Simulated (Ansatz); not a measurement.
# H3NSSi: the cost of one run

Program: Ansatz 0.2.0, Gaussian basis. Level of theory: PBE0-D4/def2-SVPD. These are calculated values, not measurements.

**1. The starting structure**

SMILES `N[SiH]=S`, 6 atoms, charge 0, spin multiplicity 1.

Atoms are counted from 1 here; the program's logs count them from 0.

Bond lengths: N1–Si2 1.697 Å, N1–H4 1.006 Å, N1–H5 1.006 Å, Si2–S3 1.982 Å, Si2–H6 1.447 Å. Angles: Si2–N1–H4 125.2°, Si2–N1–H5 122.2°, H4–N1–H5 112.6°, N1–Si2–S3 125.3°, N1–Si2–H6 104.0°, S3–Si2–H6 130.7°.

Geometry (Å):

| atom | x (Å) | y (Å) | z (Å) |
| --- | --- | --- | --- |
| N1 | -0.6104 | 0.3732 | -0.5666 |
| Si2 | 0.5293 | -0.2550 | 0.5231 |
| S3 | 1.2258 | -2.1102 | 0.5074 |
| H4 | -0.9632 | 1.3155 | -0.5573 |
| H5 | -1.0070 | -0.1808 | -1.3066 |
| H6 | 0.8255 | 0.8573 | 1.3999 |

**2. Dynamics**

The input, md/in.yaml:

```yaml
crystal:
  periodic: [false, false, false]
  atoms:
    - {symbol: N, position_ang: [-0.610420, 0.373210, -0.566590]}
    - {symbol: Si, position_ang: [0.529330, -0.255050, 0.523140]}
    - {symbol: S, position_ang: [1.225820, -2.110180, 0.507420]}
    - {symbol: H, position_ang: [-0.963220, 1.315490, -0.557300]}
    - {symbol: H, position_ang: [-1.007040, -0.180810, -1.306580]}
    - {symbol: H, position_ang: [0.825540, 0.857340, 1.399920]}
basis:
  gaussian: {orbitals: def2-SVPD}
hamiltonian: {xc: pbe0, dispersion: d4}
md: {n_steps: 40, timestep: 1.0, temperature: 200, ensemble: nvt_langevin, seed: 191, friction: 0.01, initial_velocities: maxwell_boltzmann}
```

Run with:

```console
$ ansatz run in.yaml --threads 2 --pin off --events-out ev --progress --plain --max-ram 3481MiB
```

What time and memory should one allow on 2 threads of AMD EPYC, shared host?

About 2.2 min, with a peak of 0.19 GiB.
